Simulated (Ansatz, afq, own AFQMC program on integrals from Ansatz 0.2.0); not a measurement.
# AFQMC, coupled cluster and functionals along a coordinate of GeH4 + BH₂, doublet

```xyz
8

Ge   -0.4462    0.0000    0.0000
H    -0.9576    1.4466    0.0000
H    -0.9576   -0.7233    1.2528
H    -0.9576   -0.7233   -1.2528
H     1.0882    0.0000    0.0000
B     2.5868    0.0000    0.0000
H     3.0959    0.0000    1.0770
H     3.0959    0.0000   -1.0770
```

A hydrogen atom is moved from one rigid fragment to the other; the Ge1–H5 distance tells how far. The two fragments are held close together, so this isn't a minimum-energy path and the start is a compressed complex. Energies in mEh count from this geometry (1.534 Å) at the same level; the start stands on UHF, each point on the determinant named.

Basis cc-pVDZ. Only valence electrons are correlated. Integrals, coupled cluster, full CI and functionals: Ansatz 0.2.0; the random walks run on the same integrals in our own AFQMC program. The CISD trial takes its coefficients from CCSD amplitudes. Released means that phaseless walkers are propagated on without the constraint, phases kept. ± is one standard error of the sampling. No spin–orbit coupling.

Cautions, each for one point or more: inner d shell frozen; no relativity below Rb; no spin-orbit coupling.

```tsv
r(Ge1–H5) / Å	det.	T1	weight	⟨S²⟩	PBE0	PBE	CCSD(T)
1.628	UHF	0.012	0.87	0.77	-4.1	-5.7	-1.7
1.675	UHF	0.012	0.87	0.77	-5.9	-7.6	-0.6
1.722	UHF	0.011	0.88	0.77	-7.7	-8.8	-3.9
1.769	UHF	0.011	0.88	0.76	-9.4	-9.4	-6.6
1.863	UHF	0.010	0.88	0.76	-10.0	-7.5	-8.5
```

Q: Estimate the curve of CCSDT(Q), counted from the same start.

A: 
```json
{"r(Ge1–H5) / Å": "1.628", "det.": "UHF", "T1": "0.012", "weight": "0.87", "⟨S²⟩": "0.77", "CCSDT(Q)": "-1.8", "ph-AFQMC/CISD": "-1.6 ± 0.1", "released AFQMC": "-1.7 ± 0.2"}
{"r(Ge1–H5) / Å": "1.675", "det.": "UHF", "T1": "0.012", "weight": "0.87", "⟨S²⟩": "0.77", "CCSDT(Q)": "-0.6", "ph-AFQMC/CISD": "-0.7 ± 0.1", "released AFQMC": "-0.4 ± 0.1"}
{"r(Ge1–H5) / Å": "1.722", "det.": "UHF", "T1": "0.011", "weight": "0.88", "⟨S²⟩": "0.77", "CCSDT(Q)": "-3.8", "ph-AFQMC/CISD": "-3.9 ± 0.1", "released AFQMC": "–"}
{"r(Ge1–H5) / Å": "1.769", "det.": "UHF", "T1": "0.011", "weight": "0.88", "⟨S²⟩": "0.76", "CCSDT(Q)": "-6.5", "ph-AFQMC/CISD": "-6.5 ± 0.1", "released AFQMC": "–"}
{"r(Ge1–H5) / Å": "1.863", "det.": "UHF", "T1": "0.010", "weight": "0.88", "⟨S²⟩": "0.76", "CCSDT(Q)": "-8.4", "ph-AFQMC/CISD": "-8.5 ± 0.1", "released AFQMC": "–"}
```

Weight is that of the determinant in the CISD state; at the start T1 is 0.012 and the weight 0.87, and ⟨S²⟩ is 0.77. A dash marks a missing value, a released energy that hasn't settled or a functional that sits on another state. Largest departures from CCSDT(Q), at the points where its series has closed: CCSD(T) -0.1 mEh at 1.863 (on UHF), ph-AFQMC/CISD 0.2 mEh at 1.628 (on UHF) (within the noise), released AFQMC 0.1 mEh at 1.628 (on UHF) (within the noise), PBE0 -5.3 mEh at 1.675, PBE -7.0 mEh at 1.675. Functionals count only at points shown to share the start's state and spin. In this small basis the wave-function levels are far from their limit, so their gap to the functionals isn't the functionals' error.

A walk keeps the symmetry of its determinant, which the program's search chose and which needn't be the lowest solution, so a lower state of the same spin and another symmetry isn't excluded. Released energies are given only where the last usable release times agree within the noise; a slower fall can still hide under it.
